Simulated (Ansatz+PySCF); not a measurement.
Values are calculated unless marked as measured or tabulated.
A run of PySCF 2.14.0 on singlet O3 at this shape:

| atom | x (Å) | y (Å) | z (Å) |
| --- | --- | --- | --- |
| O | 0.0000 | 0.0000 | -0.3867 |
| O | 0.0000 | 0.9759 | 0.1934 |
| O | 0.0000 | -0.9759 | 0.1934 |

Its results:

```yaml
Converged: yes
Total_energy: -224.06361 hartree
Spin_squared_of_the_determinant: 0.000
Cycles: 10
```

Which input gives this output? Name the method, the orbitals and the basis set, and write the input.

RHF in def2-SVP. An unrestricted run that stays on the closed shell gives the same numbers.

```python
from pyscf import gto, scf

mol = gto.M(atom="""
O 0.000000 0.000000 -0.386750
O 0.000000 0.975880 0.193370
O 0.000000 -0.975880 0.193370
""", basis='def2-svp', charge=0, spin=0)
mf = scf.RHF(mol)
mf.kernel()
print(mf.converged, mf.e_tot, mf.spin_square()[0])
```

Caution: an unrestricted determinant lies well below.
